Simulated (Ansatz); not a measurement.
```yaml
crystal:
  periodic: [false, false, false]
  atoms:
    - {symbol: F, position_ang: [1.978823, 0.831721, -1.512981]}
    - {symbol: C, position_ang: [0.935783, 0.502322, -0.766527]}
    - {symbol: C, position_ang: [0.746130, -0.665090, -0.104743]}
    - {symbol: C, position_ang: [-0.492416, -0.653188, 0.590454]}
    - {symbol: C, position_ang: [-1.186393, 0.505458, 0.431748]}
    - {symbol: S, position_ang: [-0.351487, 1.618360, -0.569402]}
    - {symbol: H, position_ang: [1.454594, -1.480951, -0.117700]}
    - {symbol: H, position_ang: [-0.851364, -1.481002, 1.186936]}
    - {symbol: H, position_ang: [-2.145270, 0.776069, 0.845115]}
basis:
  gaussian: {orbitals: aug-cc-pVDZ, final_grid: {core_spheres: 1, valence_spheres: 1, degree: 5}}
hamiltonian: {xc: {name: wB97M-V}}
scf: {lower_state_search: light}
output: {forces: true}
```

```sh
$ ansatz run in.yaml --threads 4 --pin off --events-out ev --progress --plain --max-ram 10444MiB
```

It prints (some lines left out):

```
Functional definition: wB97M-V
1698 factors; integrals over basis functions are off by at most 5.3e-4 eV
708 factors; integrals over basis functions are off by at most 4.7e-6 eV
mean field evaluation 1: about -17739.5540 eV, gradient 5.2e1 eV
mean field evaluation 2: about -17739.6662 eV, gradient 5.2e1 eV
mean field evaluation 4: about -17746.3173 eV, gradient 2.8e0 eV
mean field evaluation 8: about -17720.6748 eV, gradient 8.4e0 eV
mean field evaluation 16: about -17720.8530 eV, gradient 2.5e-3 eV
mean field -17720.85298340 eV, -651.2293355144 hartree, gradient 7.4e-5 eV, S^2 0.000000; 0 other end points of the search recorded, 0 dependent functions left out
reference -17720.85317875 eV, -651.2293426934 hartree; 26, 26 occupied and 143, 143 virtual orbitals, 1698 factors
Total energy: -17720.85317875 eV, -651.2293426934 hartree
Atom 0 at     1.978823     0.831721    -1.512981 Å, force    -5.500688    -2.300844     4.204741 eV/Å
Atom 1 at     0.935783     0.502322    -0.766527 Å, force    -2.010767    -5.984789     3.973241 eV/Å
Atom 2 at     0.746130    -0.665090    -0.104743 Å, force    -4.641512    10.119783    -2.174252 eV/Å
Atom 3 at    -0.492416    -0.653188     0.590454 Å, force     1.550135     7.892065    -4.638356 eV/Å
Atom 4 at    -1.186393     0.505458     0.431748 Å, force     6.061796    -5.934638    -0.603040 eV/Å
Atom 5 at    -0.351487     1.618360    -0.569402 Å, force     2.219716    -8.439128     2.758253 eV/Å
Atom 6 at     1.454594    -1.480951    -0.117700 Å, force    -2.072564     2.558428    -0.043928 eV/Å
Atom 7 at    -0.851364    -1.481002     1.186936 Å, force     1.293339     3.051216    -2.181663 eV/Å
Atom 8 at    -2.145270     0.776069     0.845115 Å, force     3.100544    -0.962093    -1.294996 eV/Å
Dipole moment:    -0.261240    -0.219370     0.251863 e Å
```

In this input the integration grid is far too coarse. Self-consistency was reached. The result belongs to that input, not to the molecule as meant.
